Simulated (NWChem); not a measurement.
Species: SiH4; SMILES [SiH4]

```xyz
5

Si     0.0000     0.0000     0.0000
H     -0.8572     0.8572     0.8573
H      0.8572    -0.8572     0.8573
H      0.8572     0.8572    -0.8573
H     -0.8572    -0.8572    -0.8573
```
Atoms are numbered in this order, from 1.

The geometry was optimised at PBE0-D3(BJ)/def2-TZVP. B3LYP is NWChem's, with the RPA form of VWN correlation.

Question: List the 4 lowest vertical singlet excitations from B3LYP/6-31+G* (spherical d), TDA (NWChem).

Answer: 
```csv
state,energy (eV),oscillator strength,leading excitation (squared amplitude)
S1,8.80,0.144,HOMO → LUMO (0.98)
S2,8.80,0.144,HOMO−1 → LUMO (0.98)
S3,8.80,0.144,HOMO−2 → LUMO (0.98)
S4,9.56,0.000,HOMO−1 → LUMO+1 (0.41)
```
